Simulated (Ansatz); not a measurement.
## Ansatz (development build ahead of 0.2.0) run

```yaml
crystal:
  periodic: [false, false, false]
  atoms:
    - { symbol: S, position_ang: [0.02505, 0.04276, -0.07302] }
    - { symbol: H, position_ang: [-0.01606, 0.01439, 1.22923] }
basis:
  gaussian: { orbitals: STO-3G }
magnetization:
  spin_polarized: true
  initial_magnetization: 1
hamiltonian:
  xc: hf
```

The input is written out in the form of the current development build from the run's settings.

Results

- Converged: yes
- Total energy: -393.70942 hartree
- Spin squared of the determinant: 0.752
